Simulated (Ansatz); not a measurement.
Geometry optimisation, Ansatz 0.2.0, RKS PBE-D4/6-31G*.

Input:

```yaml
crystal:
  periodic: [false, false, false]
  atoms:
    - { symbol: Al, position_ang: [0.0, 0.0, 0.0] }
    - { symbol: H, position_ang: [0.0, 0.0, 1.56] }
    - { symbol: F, position_ang: [1.4635, 0.0, -0.845] }
    - { symbol: "N", position_ang: [-1.6627, 0.0, -0.96] }
    - { symbol: H, position_ang: [-2.3316, -0.8164, -0.8614] }
    - { symbol: H, position_ang: [-1.9118, 0.8164, -1.5886] }
basis:
  gaussian: { orbitals: "6-31G*" }
hamiltonian:
  xc: pbe
  dispersion: d4
relax:
  f_tol: 0.02
  max_steps: 40
```

Launched with:

```bash
$ ansatz run input.yaml --threads 1 --pin off --max-ram 2048MiB --backend cpu --events-out ev --progress --plain --runs-dir out
```

Question: Where does it end, and by what steps?

Answer: The forces met the threshold. After 6 steps the energy has fallen by 0.606 eV; H6 moved furthest, 0.69 Å.

```json
{"step": "0", "energy less start (eV)": "0.0000", "largest force component (eV/Å)": "1.767", "accepted": "yes"}
{"step": "1", "energy less start (eV)": "-0.3258", "largest force component (eV/Å)": "1.155", "accepted": "yes"}
{"step": "2", "energy less start (eV)": "-0.4710", "largest force component (eV/Å)": "1.081", "accepted": "yes"}
{"step": "3", "energy less start (eV)": "-0.5684", "largest force component (eV/Å)": "0.335", "accepted": "yes"}
{"step": "4", "energy less start (eV)": "-0.6053", "largest force component (eV/Å)": "0.088", "accepted": "yes"}
{"step": "5", "energy less start (eV)": "-0.6056", "largest force component (eV/Å)": "0.080", "accepted": "yes"}
{"step": "6", "energy less start (eV)": "-0.6061", "largest force component (eV/Å)": "0.017", "accepted": "yes"}
```

```xyz
6
Properties=species:S:1:pos:R:3
Al -0.049 -0.009 -0.023
H 0.006 -0.416 1.513
F 1.353 0.421 -0.822
N -1.581 0.001 -0.931
H -2.480 -0.248 -0.520
H -1.691 0.250 -1.913
```

Run time: 7.6 s on 1 thread of Intel(R) Xeon(R) Platinum 8488C (Sapphire Rapids) (shared host), peak memory 0.14 GiB.
